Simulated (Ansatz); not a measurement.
C2H4FNO can be A, `N/C(O)=C\F`, or B, `NC1(F)CO1`.

Program: Ansatz. Geometries: PBE0-D4/def2-TZVP. ΔE: electronic, gas phase. CCSD(T)/CBS is the MP2 limit (def2-TZVPP, def2-QZVPP) plus CCSD(T) − MP2 in def2-TZVPP, frozen cores. This one scheme is used for every species. DFT in def2-TZVPP. Each species was taken in one conformer, which may not be the lowest.

**Question.** Which isomer does CCSD(T)/CBS put lower? Give the gap. (Best estimate.)

**Answer.** The calculation gave: A, by 5.9 kcal/mol.

**Question.** Give E(B) − E(A) in kcal/mol with MP2/def2-TZVPP, CCSD(T)/def2-TZVPP, B2PLYP, HF/def2-TZVPP, PBE0-D4, CCSD/def2-TZVPP, PBE-D4. (Best estimate.)

**Answer.** The calculation gave: MP2/def2-TZVPP 3.4, CCSD(T)/def2-TZVPP 4.7, B2PLYP 6.3, HF/def2-TZVPP 6.2, PBE0-D4 4.1, CCSD/def2-TZVPP 4.7, PBE-D4 5.2. None reverses the order clearly.

Largest T1 diagnostic: 0.012.

From PBE to PBE0 (25 % exact exchange), in def2-TZVPP and without D4, E(B) − E(A) moves by −1.1 kcal/mol. In def2-TZVPP, CCSD(T) changes the Hartree–Fock value by −1.5 kcal/mol (the triples alone add +0.0 kcal/mol) and MP2 by −2.8 kcal/mol.
